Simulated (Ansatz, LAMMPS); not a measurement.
Ladder of methods for the zone-centre LO phonon frequency of rock-salt SrO

Reference value: 485 cm⁻¹ (measured, temperature not stated, not corrected to a static lattice; as tabulated in Roshan et al. (2021), arXiv:2110.13857).

| level (code) | value (cm⁻¹) | cell (Å³/atom) |
|---|---|---|
| ionic model lewis1985b (shell model, LAMMPS) | 407 | 17.14 |
| ionic model lewis1985c (shell model, LAMMPS) | 444 | 17.17 |
| ionic model pedone2006 (rigid ions, LAMMPS) | 492 | 17.03 |
| LDA (Ansatz) | 473 | 16.23 |
| PBE (Ansatz) | (withheld) | 17.52 |
| r²SCAN (Ansatz) | (withheld) | 17.17 |

Problem. Complete the blanks.

Solution. 
- PBE (Ansatz, a program for electronic structure), value (cm⁻¹): 446
- r²SCAN (Ansatz), value (cm⁻¹): 470

Differences against the reference: ionic model lewis1985b -16.1 %, ionic model lewis1985c -8.5 %, ionic model pedone2006 +1.4 %, LDA -2.5 %, PBE -8.0 %, r²SCAN -3.1 %.

Leaving aside ionic model lewis1985b, ionic model lewis1985c, ionic model pedone2006, which can be fitted to such values or carry a doubt: Nearest, and too close to rank with a margin of 3.0 % (twice that across the reference) picked here for doubts on the reference and the settings, and for temperature and zero-point motion: LDA (-2.5 %), r²SCAN (-3.1 %). PBE (-8.0 %) misses by most. Within 5 %: LDA, r²SCAN.

The measured value isn't corrected to a static lattice, so vibrations enter the comparison.  Rigid ions have no electronic screening (ε∞ = 1). Each level is taken at its own relaxed cell. Cutoffs differ between the levels. Ansatz's density-functional and Hartree–Fock values are scalar-relativistic unless marked +SOC, with PAW data made under PBE.

Empirical potentials (ionic model lewis1985b, ionic model lewis1985c, ionic model pedone2006) are fitted to chosen data, which need not cover the solid at hand: agreement can be built in, and what lay outside the fit can be far off.

Differences are worked out from the printed values.
